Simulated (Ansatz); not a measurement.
SiAs⁺, triplet: the ladder up to UCCSDT(Q)

Geometry: that of the SiAs⁺, singlet, kept fixed.

```xyz
2

Si    0.0000    0.0000    0.0000
As    0.0000    0.0000    2.3396
```

Basis 6-31G (Cartesian d functions); Ansatz 0.2.0. Correlated methods freeze the noble-gas cores and the filled d shells of p-block atoms, which leaves 8 electrons in 23 orbitals. R marks a restricted (for open shells ROHF) determinant, U an unrestricted one. Active spaces: valence = (8e, 8o) chosen from the atoms' valence shells. No spin–orbit coupling is included, and no scalar relativity.

Full CI isn't at hand for all of this; UCCSDT(Q) serves as the reference, and is uncertain by about the last step of the cluster series. The frozen core follows each run's orbitals, which can shift R against U totals by a few meV for light atoms and by up to 0.1 eV past Ca.

The UHF ⟨S²⟩ is 2.184. The ⟨S²⟩ of the determinant under UCCSD is 2.012 and the T1 diagnostic (RCCSD) is 0.0402. The largest doubles amplitude (RCCSD) is 0.086 and the T1 diagnostic (UCCSD) is 0.0406.

Question: From what is known of these methods and the diagnostics, rank them by the size of their error in total energy against UCCSDT(Q) in 6-31G, smallest first (an estimate: the text doesn't fix the numbers).
A. UMP2
B. UCCSDT
C. UCCSD(T)
D. UCCSD

Answer: B (0.14 kcal/mol), C (0.75 kcal/mol), D (2.41 kcal/mol), A (16.60 kcal/mol).

All errors are against UCCSDT(Q) in 6-31G. Within each family the higher level lies nearer, as is usual though not guaranteed.

Natural occupations of CASSCF (valence space) about the gap: 1.987 1.955 1.920 0.985 0.985 0.058 0.054 0.054; effectively unpaired electrons, Σ n²(2−n)², 2.07.
